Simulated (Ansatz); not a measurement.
Born–Oppenheimer molecular dynamics of CF$_{3}$ (4 atoms, charge 0, multiplicity 2). It goes on from the last frame of an earlier run, with new velocities.

These are results of Ansatz, UKS PBE0-D4/cc-pVDZ, not measurements.

```json
{
 "ensemble": "NVE (velocity Verlet)",
 "time step": "1 fs",
 "steps asked": "100",
 "starting velocities drawn for": "500 K",
 "seed": "409935"
}
```

First frame:

```xyz
4
Properties=species:S:1:pos:R:3
F -1.298 0.063 0.291
C -0.015 0.003 -0.181
F 0.703 -1.053 0.288
F 0.613 1.053 0.121
```

Problem. What does the run give?

Solution. All steps were run.

| Property | Result |
| --- | --- |
| steps done | 100 |
| time covered | 100 fs |
| mean temperature over the second half | 674 K |
| spread of the potential energy over the second half | 15.2 meV per atom |
| mean potential energy of the second half above the start | -11.3 meV per atom |

The conserved energy stayed within 0.39 meV per atom of its start (net change -0.13 meV per atom), so the integration is sound. The system heated up, since it started high on the potential surface and ran downhill. A run of 0.1 ps of so small a system gives no equilibrium averages.

Problem. What happens to the structure?

Solution. The same pairs are bonded in the first frame and the last. Pairs count as bonded within 1.25 times the sum of covalent radii (0.12 Å more for H–H). Another seed would give other details.

Problem. How do temperature and energy run in time?

Solution. 
```tsv
time (fs)	T (K)	potential energy less start (eV)	conserved less start (meV/atom)
0.0	500	0.000	0.00
3.0	609	-0.029	-0.26
6.0	480	0.004	-0.20
9.0	194	0.079	0.03
12.0	189	0.081	0.09
15.0	588	-0.023	-0.12
18.0	977	-0.125	-0.37
21.0	932	-0.112	-0.18
24.0	793	-0.076	0.01
27.0	886	-0.101	-0.20
30.0	847	-0.091	-0.25
33.0	524	-0.007	-0.10
36.0	179	0.083	0.04
39.0	104	0.103	0.07
42.0	360	0.036	-0.07
45.0	656	-0.042	-0.28
48.0	645	-0.038	-0.18
51.0	573	-0.019	0.10
54.0	887	-0.101	-0.18
57.0	1121	-0.162	-0.39
60.0	858	-0.093	-0.16
63.0	487	0.004	0.05
66.0	417	0.022	0.02
69.0	582	-0.022	-0.21
72.0	562	-0.017	-0.30
75.0	260	0.062	0.05
78.0	283	0.056	0.06
81.0	658	-0.042	-0.28
84.0	781	-0.073	-0.22
87.0	672	-0.044	-0.03
90.0	679	-0.046	0.00
93.0	884	-0.100	-0.13
96.0	1018	-0.135	-0.32
99.0	746	-0.065	-0.24
```

Time of the run: 3.1 min on 1 CPU thread of a shared host.
